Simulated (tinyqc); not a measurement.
UKS/LDA (PW92) in the sto-3g basis, for NH, spin multiplicity 3, step by step. Computed by tinyqc, a small Python program that keeps every step (integrals from PySCF). Settings: charge = 0, multiplicity = 3, basis = sto-3g, energy threshold = 1e-08, iteration cap = 70, orthogonalisation = symmetric, start = highest core orbitals, DIIS depth = 0, method = UKS, functional = lda,pw, grid = [20, 50]. Command: `OMP_NUM_THREADS=1 python tinyqc.py 26682 26683 out.jsonl` (the two numbers bound the seeds that draw the settings). One thread of a shared host (Intel(R) Xeon(R) Processor @ 2.60GHz), about 1 s of CPU time with the checks. Later iterations appear only in the table of the cycle.

## One-electron integrals

Geometry (angstrom):
```
atom,x,y,z
N,0.000000,0.000000,0.000000
H,0.000000,0.000000,1.508000
```

Basis sto-3g: exponents (1/bohr^2) and contraction coefficients of normalised primitives:
```
element,l (shell),exponent,coefficient
N,s (1),99.106169,0.154329
N,s (1),18.052312,0.535328
N,s (1),4.885660,0.444635
N,s (2),3.780456,-0.099967
N,s (2),0.878497,0.399513
N,s (2),0.285714,0.700115
N,p (3),3.780456,0.155916
N,p (3),0.878497,0.607684
N,p (3),0.285714,0.391957
H,s (1),3.425251,0.154329
H,s (1),0.623914,0.535328
H,s (1),0.168855,0.444635
```

Overlap, kinetic and nuclear-attraction integrals over the contracted functions; the nuclear repulsion is the sum of Za Zb / Rab.

nuclear repulsion = 2.45639289 hartree

overlap S, lower triangle:
```
,1N 1s,1N 2s,1N 2px,1N 2py,1N 2pz,2H 1s
1N 1s,1.000000
1N 2s,0.235038,1.000000
1N 2px,0.000000,0.000000,1.000000
1N 2py,0.000000,0.000000,0.000000,1.000000
1N 2pz,0.000000,0.000000,0.000000,0.000000,1.000000
2H 1s,0.018701,0.241067,0.000000,0.000000,0.253975,1.000000
```

kinetic energy T (hartree), lower triangle:
```
,1N 1s,1N 2s,1N 2px,1N 2py,1N 2pz,2H 1s
1N 1s,21.990753
1N 2s,-0.128416,0.606994
1N 2px,0.000000,0.000000,1.899358
1N 2py,0.000000,0.000000,0.000000,1.899358
1N 2pz,0.000000,0.000000,0.000000,0.000000,1.899358
2H 1s,-0.005580,0.004925,0.000000,0.000000,0.057404,0.760032
```

nuclear attraction V (hartree), lower triangle:
```
,1N 1s,1N 2s,1N 2px,1N 2py,1N 2pz,2H 1s
1N 1s,-46.536877
1N 2s,-5.515424,-7.214884
1N 2px,0.000000,0.000000,-7.143266
1N 2py,0.000000,0.000000,0.000000,-7.143266
1N 2pz,-0.007134,-0.090274,0.000000,0.000000,-7.192790
2H 1s,-0.447903,-1.252120,0.000000,0.000000,-1.170939,-3.673399
```

core Hamiltonian H = T + V (hartree), lower triangle:
```
,1N 1s,1N 2s,1N 2px,1N 2py,1N 2pz,2H 1s
1N 1s,-24.546124
1N 2s,-5.643841,-6.607891
1N 2px,0.000000,0.000000,-5.243908
1N 2py,0.000000,0.000000,0.000000,-5.243908
1N 2pz,-0.007134,-0.090274,0.000000,0.000000,-5.293432
2H 1s,-0.453484,-1.247195,0.000000,0.000000,-1.113536,-2.913367
```

## Two-electron integrals

Functions are numbered as in S; the eight-fold symmetry (ij|kl) = (ji|kl) = (kl|ij) leaves the list below.

Two-electron integrals (ij|kl) in chemists' order, unique and non-zero (hartree):
```
i,j,k,l,(ij|kl)
1,1,1,1,4.166630
2,1,1,1,0.640849
2,1,2,1,0.117461
2,2,1,1,0.969864
2,2,2,1,0.220936
2,2,2,2,0.708245
3,1,3,1,0.020960
3,2,3,1,0.032452
3,2,3,2,0.156449
3,3,1,1,0.967124
3,3,2,1,0.220977
3,3,2,2,0.708086
3,3,3,3,0.762805
4,1,4,1,0.020960
4,2,4,1,0.032452
4,2,4,2,0.156449
4,3,4,3,0.041119
4,4,1,1,0.967124
4,4,2,1,0.220977
4,4,2,2,0.708086
4,4,3,3,0.680568
4,4,4,4,0.762805
5,1,5,1,0.020960
5,2,5,1,0.032452
5,2,5,2,0.156449
5,3,5,3,0.041119
5,4,5,4,0.041119
5,5,1,1,0.967124
5,5,2,1,0.220977
5,5,2,2,0.708086
5,5,3,3,0.680568
5,5,4,4,0.680568
5,5,5,5,0.762805
6,1,1,1,0.051456
6,1,2,1,0.009367
6,1,2,2,0.017559
6,1,3,3,0.017522
6,1,4,4,0.017522
6,1,5,1,0.000451
6,1,5,2,0.000862
6,1,5,5,0.017635
6,1,6,1,0.000758
6,2,1,1,0.156133
6,2,2,1,0.036143
6,2,2,2,0.132282
6,2,3,3,0.129420
6,2,4,4,0.129420
6,2,5,1,0.002957
6,2,5,2,0.024963
6,2,5,5,0.137869
6,2,6,1,0.002962
6,2,6,2,0.035063
6,3,3,1,0.003276
6,3,3,2,0.020288
6,3,5,3,0.004714
6,3,6,3,0.004050
6,4,4,1,0.003276
6,4,4,2,0.020288
6,4,5,4,0.004714
6,4,6,4,0.004050
6,5,1,1,0.137764
6,5,2,1,0.032243
6,5,2,2,0.125694
6,5,3,3,0.120075
6,5,4,4,0.120075
6,5,5,1,0.005463
6,5,5,2,0.041515
6,5,5,5,0.136783
6,5,6,1,0.002725
6,5,6,2,0.039992
6,5,6,5,0.048984
6,6,1,1,0.349465
6,6,2,1,0.082090
6,6,2,2,0.344984
6,6,3,3,0.331706
6,6,4,4,0.331706
6,6,5,1,0.006892
6,6,5,2,0.082472
6,6,5,5,0.371160
6,6,6,1,0.006743
6,6,6,2,0.127870
6,6,6,5,0.163353
6,6,6,6,0.774606
```

## Orthogonalisation

S = U s U^T; symmetric (Loewdin) form X = U s^(-1/2) U^T, so that X^T S X = 1.

eigenvalues of S: 0.614304  0.840114  1.000000  1.000000  1.143827  1.401755

X, lower triangle:
```
,1N 1s,1N 2s,1N 2px,1N 2py,1N 2pz,2H 1s
1N 1s,1.022019
1N 2s,-0.124867,1.046879
1N 2px,0.000000,0.000000,1.000000
1N 2py,0.000000,0.000000,0.000000,1.000000
1N 2pz,-0.003173,0.025945,0.000000,0.000000,1.026622
2H 1s,0.013858,-0.133806,0.000000,0.000000,-0.137876,1.051014
```

## Starting guess

The start is the highest orbitals of the core Hamiltonian (a deliberately bad start); D(s) = C_occ C_occ^T for each spin.

D(alpha) at the start, lower triangle:
```
,1N 1s,1N 2s,1N 2px,1N 2py,1N 2pz,2H 1s
1N 1s,0.056950
1N 2s,-0.252897,1.130069
1N 2px,0.000000,0.000000,1.000000
1N 2py,0.000000,0.000000,0.000000,1.000000
1N 2pz,-0.011632,0.072641,0.000000,0.000000,1.073646
2H 1s,0.044535,-0.286008,0.000000,0.000000,-0.289972,1.141735
```

D(beta) at the start, lower triangle:
```
,1N 1s,1N 2s,1N 2px,1N 2py,1N 2pz,2H 1s
1N 1s,0.000544
1N 2s,-0.004354,0.034862
1N 2px,0.000000,0.000000,1.000000
1N 2py,0.000000,0.000000,0.000000,1.000000
1N 2pz,-0.003875,0.031033,0.000000,0.000000,0.027624
2H 1s,0.024709,-0.197861,0.000000,0.000000,-0.176125,1.122951
```

## Iteration 1: exchange-correlation on the grid

Becke grid with 20 radial and 50 angular points per atom, points of zero weight dropped. rho = sum D_ij phi_i phi_j; V_xc,ij = sum w v_xc phi_i phi_j; v_xc is d(rho eps)/d rho(s) for spin s.

The 12 grid points with the largest w rho, of 2000 (bohr, atomic units):
```
x,y,z,w,rho(alpha),rho(beta),eps_xc,v_xc(alpha)
0.978626,-0.978626,0.000000,0.203100,0.108730,0.080899,-0.483941,-0.652367
-0.978626,-0.978626,0.000000,0.203100,0.108730,0.080899,-0.483941,-0.652367
0.978626,0.978626,0.000000,0.203100,0.108730,0.080899,-0.483941,-0.652367
-0.978626,0.978626,0.000000,0.203100,0.108730,0.080899,-0.483941,-0.652367
0.738980,-0.738980,0.000000,0.094694,0.224767,0.163779,-0.604928,-0.819566
-0.738980,-0.738980,0.000000,0.094694,0.224767,0.163779,-0.604928,-0.819566
0.738980,0.738980,0.000000,0.094694,0.224767,0.163779,-0.604928,-0.819566
-0.738980,0.738980,0.000000,0.094694,0.224767,0.163779,-0.604928,-0.819566
-0.417288,1.251863,0.417288,0.181088,0.109600,0.073695,-0.480131,-0.652030
-1.251863,0.417288,0.417288,0.181088,0.109600,0.073695,-0.480131,-0.652030
0.417288,1.251863,0.417288,0.181088,0.109600,0.073695,-0.480131,-0.652030
-1.251863,-0.417288,0.417288,0.181088,0.109600,0.073695,-0.480131,-0.652030
```

electrons on the grid, sum of w rho = 7.999242

E_xc = sum of w rho eps_xc = -3.88572367 hartree

V_xc(alpha) (hartree), lower triangle:
```
,1N 1s,1N 2s,1N 2px,1N 2py,1N 2pz,2H 1s
1N 1s,-0.991767
1N 2s,-0.219036,-0.698640
1N 2px,0.000000,0.000000,-0.698961
1N 2py,0.000000,0.000000,0.000000,-0.698961
1N 2pz,-0.000456,-0.007096,0.000000,0.000000,-0.697258
2H 1s,-0.017430,-0.133151,0.000000,0.000000,-0.134107,-0.527954
```

V_xc(beta) (hartree), lower triangle:
```
,1N 1s,1N 2s,1N 2px,1N 2py,1N 2pz,2H 1s
1N 1s,-0.677169
1N 2s,-0.176705,-0.583373
1N 2px,0.000000,0.000000,-0.615618
1N 2py,0.000000,0.000000,0.000000,-0.615618
1N 2pz,-0.000309,-0.009078,0.000000,0.000000,-0.519972
2H 1s,-0.013871,-0.114975,0.000000,0.000000,-0.115904,-0.517985
```

## Iteration 1: building the Kohn-Sham matrix

J_ij = sum D_kl (ij|kl) with D = D(alpha) + D(beta); F = H + J + V_xc; E = tr D H + tr D J / 2 + E_xc + E_nn.

Coulomb J (hartree), lower triangle:
```
,1N 1s,1N 2s,1N 2px,1N 2py,1N 2pz,2H 1s
1N 1s,6.492256
1N 2s,1.483223,4.917814
1N 2px,0.000000,0.000000,4.919473
1N 2py,0.000000,0.000000,0.000000,4.919473
1N 2pz,0.013794,0.155468,0.000000,0.000000,4.911179
2H 1s,0.118236,1.037859,0.000000,0.000000,1.063087,3.611348
```

F(alpha) (hartree), lower triangle:
```
,1N 1s,1N 2s,1N 2px,1N 2py,1N 2pz,2H 1s
1N 1s,-19.045635
1N 2s,-4.379654,-2.388717
1N 2px,0.000000,0.000000,-1.023396
1N 2py,0.000000,0.000000,0.000000,-1.023396
1N 2pz,0.006204,0.058098,0.000000,0.000000,-1.079512
2H 1s,-0.352677,-0.342487,0.000000,0.000000,-0.184556,0.170027
```

F(beta) (hartree), lower triangle:
```
,1N 1s,1N 2s,1N 2px,1N 2py,1N 2pz,2H 1s
1N 1s,-18.731036
1N 2s,-4.337323,-2.273450
1N 2px,0.000000,0.000000,-0.940054
1N 2py,0.000000,0.000000,0.000000,-0.940054
1N 2pz,0.006351,0.056115,0.000000,0.000000,-0.902225
2H 1s,-0.349119,-0.324312,0.000000,0.000000,-0.166353,0.179996
```

total energy of this density = -20.54543083 hartree

## Iteration 1: diagonalisation and new density

Diagonalise F' = X^T F X, C = X C', fill 5 alpha and 3 beta electrons from the bottom; D(s) = C_occ C_occ^T. Each column has its largest component positive (the first on a tie).

F' = X^T F X (alpha) (hartree), lower triangle:
```
,1,2,3,4,5,6
1,-18.821767
2,-1.973861,-1.678980
3,0.000000,0.000000,-1.023396
4,0.000000,0.000000,0.000000,-1.023396
5,-0.005130,0.062792,0.000000,0.000000,-1.078158
6,-0.033347,-0.142142,0.000000,0.000000,-0.090689,0.278776
```

orbital energies (alpha) (hartree): MO1 -19.046231, MO2 -1.473413, MO3 -1.076843, MO4 -1.023396, MO5 -1.023396, MO6 0.296359

coefficients C (alpha):
```
,MO1,MO2,MO3,MO4,MO5,MO6
1N 1s,1.001408,-0.235279,-0.034601,0.000000,0.000000,0.030752
1N 2s,-0.006168,1.028042,0.157864,0.000000,0.000000,-0.219758
1N 2px,0.000000,0.000000,0.000000,0.693171,0.720774,0.000000
1N 2py,0.000000,0.000000,0.000000,0.720774,-0.693171,0.000000
1N 2pz,-0.000674,-0.128846,1.006379,0.000000,0.000000,-0.210344
2H 1s,0.001344,-0.039624,-0.070514,0.000000,0.000000,1.065454
```

F' = X^T F X (beta) (hartree), lower triangle:
```
,1,2,3,4,5,6
1,-18.502131
2,-1.983053,-1.563725
3,0.000000,0.000000,-0.940054
4,0.000000,0.000000,0.000000,-0.940054
5,-0.005488,0.063336,0.000000,0.000000,-0.896429
6,-0.031351,-0.138569,0.000000,0.000000,-0.096529,0.284768
```

orbital energies (beta) (hartree): MO1 -18.731315, MO2 -1.352509, MO3 -0.940054, MO4 -0.940054, MO5 -0.898178, MO6 0.304484

coefficients C (beta):
```
,MO1,MO2,MO3,MO4,MO5,MO6
1N 1s,1.000966,-0.237645,0.000000,0.000000,-0.029782,0.031946
1N 2s,-0.004226,1.030432,0.000000,0.000000,0.134552,-0.224079
1N 2px,0.000000,0.000000,0.997474,0.071030,0.000000,0.000000
1N 2py,0.000000,0.000000,-0.071030,0.997474,0.000000,0.000000
1N 2pz,-0.000606,-0.109844,0.000000,0.000000,1.005323,-0.225620
2H 1s,0.001022,-0.038684,0.000000,0.000000,-0.053316,1.066488
```

D(alpha) after iteration 1, lower triangle:
```
,1N 1s,1N 2s,1N 2px,1N 2py,1N 2pz,2H 1s
1N 1s,1.059370
1N 2s,-0.253515,1.081830
1N 2px,0.000000,0.000000,1.000000
1N 2py,0.000000,0.000000,0.000000,1.000000
1N 2pz,-0.005182,0.026416,0.000000,0.000000,1.029401
2H 1s,0.013109,-0.051875,0.000000,0.000000,-0.065860,0.006544
```

D(beta) after iteration 1, lower triangle:
```
,1N 1s,1N 2s,1N 2px,1N 2py,1N 2pz,2H 1s
1N 1s,1.058409
1N 2s,-0.249107,1.061807
1N 2px,0.000000,0.000000,0.994955
1N 2py,0.000000,0.000000,-0.070851,0.005045
1N 2pz,0.025497,-0.113184,0.000000,0.000000,0.012066
2H 1s,0.010216,-0.039866,0.000000,0.000000,0.004249,0.001497
```

Within a degenerate level the vectors are fixed only up to a rotation; this is one choice.

## Iteration 2: exchange-correlation on the grid

As before.

The 12 grid points with the largest w rho, of 2000 (bohr, atomic units):
```
x,y,z,w,rho(alpha),rho(beta),eps_xc,v_xc(alpha)
1.251863,-0.417288,-0.417288,0.181527,0.108088,0.099348,-0.496035,-0.655689
-1.251863,0.417288,-0.417288,0.181527,0.108088,0.099348,-0.496035,-0.655689
0.978626,0.000000,-0.978626,0.203140,0.108194,0.075279,-0.479816,-0.650037
-0.978626,0.000000,-0.978626,0.203140,0.108194,0.075279,-0.479816,-0.650037
-0.978626,0.978626,0.000000,0.203100,0.108392,0.073292,-0.478744,-0.649865
0.978626,-0.978626,0.000000,0.203100,0.108392,0.073292,-0.478744,-0.649865
-1.251863,0.417288,0.417288,0.181088,0.108898,0.092953,-0.492208,-0.655565
1.251863,-0.417288,0.417288,0.181088,0.108898,0.092953,-0.492208,-0.655565
1.251863,0.417288,-0.417288,0.181527,0.108088,0.093108,-0.491660,-0.654235
-1.251863,-0.417288,-0.417288,0.181527,0.108088,0.093108,-0.491660,-0.654235
0.945307,-0.315102,-0.315102,0.084623,0.222962,0.205541,-0.621315,-0.822883
-0.945307,0.315102,-0.315102,0.084623,0.222962,0.205541,-0.621315,-0.822883
```

electrons on the grid, sum of w rho = 7.999895

E_xc = sum of w rho eps_xc = -7.04103681 hartree

V_xc(alpha) (hartree), lower triangle:
```
,1N 1s,1N 2s,1N 2px,1N 2py,1N 2pz,2H 1s
1N 1s,-2.564451
1N 2s,-0.370441,-0.719893
1N 2px,0.000000,0.000000,-0.721612
1N 2py,0.000000,0.000000,0.000621,-0.712954
1N 2pz,-0.000048,0.001654,0.000000,0.000000,-0.712617
2H 1s,-0.029906,-0.110334,0.000000,0.000000,-0.092687,-0.134725
```

V_xc(beta) (hartree), lower triangle:
```
,1N 1s,1N 2s,1N 2px,1N 2py,1N 2pz,2H 1s
1N 1s,-2.534349
1N 2s,-0.348429,-0.610750
1N 2px,0.000000,0.000000,-0.660635
1N 2py,0.000000,0.000000,0.005811,-0.579628
1N 2pz,0.002484,0.018732,0.000000,0.000000,-0.578640
2H 1s,-0.028063,-0.090411,0.000000,0.000000,-0.072070,-0.113471
```

## Iteration 2: building the Kohn-Sham matrix

As before.

Coulomb J (hartree), lower triangle:
```
,1N 1s,1N 2s,1N 2px,1N 2py,1N 2pz,2H 1s
1N 1s,14.127015
1N 2s,2.596270,6.175625
1N 2px,0.000000,0.000000,6.223391
1N 2py,0.000000,0.000000,-0.005827,6.141984
1N 2pz,-0.005919,-0.034824,0.000000,0.000000,6.141693
2H 1s,0.207206,1.095328,0.000000,0.000000,1.012549,2.727679
```

F(alpha) (hartree), lower triangle:
```
,1N 1s,1N 2s,1N 2px,1N 2py,1N 2pz,2H 1s
1N 1s,-12.983560
1N 2s,-3.418011,-1.152159
1N 2px,0.000000,0.000000,0.257871
1N 2py,0.000000,0.000000,-0.005206,0.185122
1N 2pz,-0.013102,-0.123444,0.000000,0.000000,0.135643
2H 1s,-0.276184,-0.262202,0.000000,0.000000,-0.193674,-0.320414
```

F(beta) (hartree), lower triangle:
```
,1N 1s,1N 2s,1N 2px,1N 2py,1N 2pz,2H 1s
1N 1s,-12.953457
1N 2s,-3.396000,-1.043015
1N 2px,0.000000,0.000000,0.318847
1N 2py,0.000000,0.000000,-0.000016,0.318448
1N 2pz,-0.010569,-0.106366,0.000000,0.000000,0.269620
2H 1s,-0.274340,-0.242279,0.000000,0.000000,-0.173057,-0.299159
```

total energy of this density = -53.34544566 hartree

## Iteration 2: diagonalisation and new density

As before.

F' = X^T F X (alpha) (hartree), lower triangle:
```
,1,2,3,4,5,6
1,-12.714167
2,-1.871852,-0.518236
3,0.000000,0.000000,0.257871
4,0.000000,0.000000,-0.005206,0.185122
5,-0.012410,-0.086201,0.000000,0.000000,0.186499
6,0.004452,-0.125532,0.000000,0.000000,-0.176865,-0.244478
```

orbital energies (alpha) (hartree): MO1 -12.995060, MO2 -0.423118, MO3 -0.124961, MO4 0.184751, MO5 0.252757, MO6 0.258241

coefficients C (alpha):
```
,MO1,MO2,MO3,MO4,MO5,MO6
1N 1s,0.992182,-0.163052,-0.221648,0.000000,0.013300,0.000000
1N 2s,0.031759,0.564610,0.900005,0.000000,-0.017950,0.000000
1N 2px,0.000000,0.000000,0.000000,0.071017,0.000000,0.997475
1N 2py,0.000000,0.000000,0.000000,0.997475,0.000000,-0.071017
1N 2pz,0.002522,0.219515,-0.036905,0.000000,1.011974,0.000000
2H 1s,-0.005215,0.639059,-0.727528,0.000000,-0.451683,0.000000
```

F' = X^T F X (beta) (hartree), lower triangle:
```
,1,2,3,4,5,6
1,-12.686657
2,-1.865778,-0.408185
3,0.000000,0.000000,0.318847
4,0.000000,0.000000,-0.000016,0.318448
5,-0.011887,-0.067186,0.000000,0.000000,0.323094
6,0.003187,-0.123160,0.000000,0.000000,-0.178103,-0.227479
```

orbital energies (beta) (hartree): MO1 -12.963965, MO2 -0.360500, MO3 -0.052035, MO4 0.318447, MO5 0.318848, MO6 0.377272

coefficients C (beta):
```
,MO1,MO2,MO3,MO4,MO5,MO6
1N 1s,0.992568,-0.130544,-0.240884,0.000000,0.000000,0.007557
1N 2s,0.030269,0.434795,0.969618,0.000000,0.000000,0.001102
1N 2px,0.000000,0.000000,0.000000,0.040037,0.999198,0.000000
1N 2py,0.000000,0.000000,0.000000,0.999198,-0.040037,0.000000
1N 2pz,0.002198,0.169042,-0.002115,0.000000,0.000000,1.022282
2H 1s,-0.004931,0.756432,-0.633558,0.000000,0.000000,-0.410033
```

D(alpha) after iteration 2, lower triangle:
```
,1N 1s,1N 2s,1N 2px,1N 2py,1N 2pz,2H 1s
1N 1s,1.060316
1N 2s,-0.260273,1.130123
1N 2px,0.000000,0.000000,0.005043
1N 2py,0.000000,0.000000,0.070837,0.994957
1N 2pz,-0.011651,0.072641,0.000000,0.000000,1.073646
2H 1s,0.045874,-0.286017,0.000000,0.000000,-0.289972,1.141737
```

D(beta) after iteration 2, lower triangle:
```
,1N 1s,1N 2s,1N 2px,1N 2py,1N 2pz,2H 1s
1N 1s,1.060259
1N 2s,-0.260281,1.130122
1N 2px,0.000000,0.000000,0.000000
1N 2py,0.000000,0.000000,0.000000,0.000000
1N 2pz,-0.019376,0.071514,0.000000,0.000000,0.028584
2H 1s,0.048972,-0.285565,0.000000,0.000000,0.129198,0.973610
```

## Convergence

Stop when the energy changes by less than 1e-08 hartree and every element of the error matrix X^T (F D S - S D F) X (for each spin) is below 3e-05.

Course of the cycle:
```
iteration,E (hartree),change,largest element of the error matrix
1,-20.54543083,-,6.78e-02
2,-53.34544566,-3.28e+01,1.96e-01
3,-53.31960525,2.58e-02,2.69e-01
4,-53.41153529,-9.19e-02,2.29e-01
5,-53.31286508,9.87e-02,2.65e-01
6,-53.41050508,-9.76e-02,2.29e-01
7,-53.31263270,9.79e-02,2.65e-01
8,-53.41046260,-9.78e-02,2.29e-01
9,-53.31261811,9.78e-02,2.65e-01
10,-53.41045996,-9.78e-02,2.29e-01
11,-53.31261722,9.78e-02,2.65e-01
12,-53.41045980,-9.78e-02,2.29e-01
13,-53.31261716,9.78e-02,2.65e-01
14,-53.41045979,-9.78e-02,2.29e-01
...,...,...,...
57,-53.50098705,5.82e-02,2.99e-01
58,-53.55931274,-5.83e-02,2.56e-01
59,-53.50104229,5.83e-02,2.99e-01
60,-53.55935873,-5.83e-02,2.56e-01
61,-53.50106827,5.83e-02,2.99e-01
62,-53.55938036,-5.83e-02,2.56e-01
63,-53.50108049,5.83e-02,2.99e-01
64,-53.55939052,-5.83e-02,2.56e-01
65,-53.50108623,5.83e-02,2.99e-01
66,-53.55939530,-5.83e-02,2.57e-01
67,-53.50108892,5.83e-02,2.99e-01
68,-53.55939755,-5.83e-02,2.57e-01
69,-53.50109019,5.83e-02,2.99e-01
70,-53.55939860,-5.83e-02,2.57e-01
```

PySCF UKS in the same basis, fine grid, after a stability check = -53.95336635 hartree

Not converged within the cap of 70 iterations: the residual has stopped falling: the iteration swings between two states. Reruns (cap 100 unless said): DIIS 8: converged in 23; damping 0.5: converged in 33; level shift 0.5: converged in 27; atomic densities as start, DIIS 8: converged in 8; the original settings with a cap of 400: not converged.
